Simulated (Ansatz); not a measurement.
A made-up structure of AlSiH4O (charge -1), closed shell:

```xyz
7
angstrom
O -0.7263 -0.6543 0.5239
Si -0.5906 0.0766 -0.9884
Al 0.8447 0.1216 0.8766
H -0.7098 -0.9608 -2.0928
H -0.6273 -1.5514 0.8792
H 0.8595 1.3353 1.9497
H 2.1428 -0.8380 1.0147
```

It is relaxed with PBE-D4/def2-SVPD and then PBE0-D4/def2-TZVPD (Ansatz 0.2.0). Atoms count as bonded within 1.22 times the sum of their covalent radii (H–H: 0.88 Å). The end point is not checked to be a true minimum.

Task: Does its bonding change? (A judgement: the text doesn't fix the answer.)

Result: The calculation gives: No: no bond forms or breaks.

Where it ends: The first stage lowers the energy by 1.67 eV in 9 steps. It ends as AlSiH₄O ([OH]1[AlH2][SiH]1), total charge -1:
```csv
atom,x (Å),y (Å),z (Å)
O1,-0.8176,-0.6768,0.7704
Si2,-0.8766,0.2046,-1.0009
Al3,0.8579,0.2427,0.6748
H4,-0.1898,-1.0103,-1.6709
H5,-0.7490,-1.6285,0.6770
H6,0.9568,1.2992,1.9070
H7,2.0112,-0.9019,0.8057
```

Labels in which every atom is bracketed show which atoms are joined, not bond orders.

For scale, one of the runs: PBE0-D4/def2-TZVPD relaxation, 162 basis functions, launched by `ansatz run in.yaml --threads 2 --pin off --events-out ev --progress --plain --max-ram 4352MiB`. The run took about 29 s on 2 CPU threads of an Arm Neoverse V2 (shared host).
